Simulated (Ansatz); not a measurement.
# ClH3Si: the cost of one run

Program: Ansatz 0.2.0, Gaussian basis. Level of theory: PBE0-D4/def2-TZVP structures, single points in def2-TZVPP, no counterpoise correction. These are calculated values, not measurements.

Levels: SPW92, PBE-D4, BLYP-D4, r2SCAN-D4, B97M-V, PBE0-D4, B3LYP-D4, r2SCAN0-D4, BHLYP-D4, CAM-B3LYP-D4, wB97X-V, wB97M-V, B2PLYP, PBE-QIDH, RPA on PBE, Hartree-Fock, MP2, CCSD, CCSD(T).

Cores are frozen in the correlated methods. B3LYP uses VWN-RPA correlation. B2PLYP carries no dispersion term here.

94 further runs of the same task are left out: 94 set aside as unsound or not needed.

## (1) The system as given

The complex: 10 atoms, charge 0, spin multiplicity 1.

Atoms are counted from 1 here; the program's logs count them from 0.

Bond lengths: Si1–H2 1.480 Å, Si1–H3 1.481 Å, Si1–H4 1.481 Å, Si1–Cl5 2.054 Å, H6–C7 1.090 Å, C7–H8 1.090 Å, C7–H9 1.090 Å, C7–H10 1.090 Å. Angles: H2–Si1–H3 110.5°, H2–Si1–H4 110.5°, H2–Si1–Cl5 108.6°, H3–Si1–H4 110.4°, H3–Si1–Cl5 108.5°, H4–Si1–Cl5 108.4°, H6–C7–H8 109.6°, H6–C7–H9 109.4°, H6–C7–H10 109.6°, H8–C7–H9 109.5°, H8–C7–H10 109.1°, H9–C7–H10 109.5°.

As a file:

```xyz
10
CH7ClSi
Si   -1.96603    0.85430   -0.15655
H    -1.28032   -0.39227   -0.56503
H    -2.40339    1.61851   -1.34718
H    -3.12456    0.54677    0.71302
Cl   -0.64319    2.01003    0.90784
H     1.37330   -1.69508   -0.49339
C     1.88356   -0.92822    0.08915
H     1.86047    0.01750   -0.45147
H     2.91814   -1.22781    0.25496
H     1.38214   -0.80371    1.04844
```

Its parts: SiH₃Cl holds atoms 1, 2, 3, 4, 5; CH₄ holds atoms 6, 7, 8, 9, 10. Each part counts its atoms afresh in its own runs.

## (2) Relaxing SiH₃Cl alone

relax-a/in.yaml

```yaml
crystal:
  periodic: [false, false, false]
  atoms:
    - {symbol: Si, position_ang: [-1.966035, 0.854299, -0.156549]}
    - {symbol: H, position_ang: [-1.280323, -0.392273, -0.565032]}
    - {symbol: H, position_ang: [-2.403390, 1.618511, -1.347175]}
    - {symbol: H, position_ang: [-3.124563, 0.546770, 0.713020]}
    - {symbol: Cl, position_ang: [-0.643193, 2.010025, 0.907841]}
basis:
  gaussian: {orbitals: def2-TZVP}
hamiltonian: {xc: pbe0, dispersion: d4}
relax: {f_tol: 0.005, max_steps: 200}
```

The run is started by

```bash
ansatz run in.yaml --threads 4 --pin off --events-out ev --progress --plain --max-ram 9574MiB
```

**Question.** How long does this run take on 4 threads of Arm Neoverse V1, shared host?

About 2.4 s.
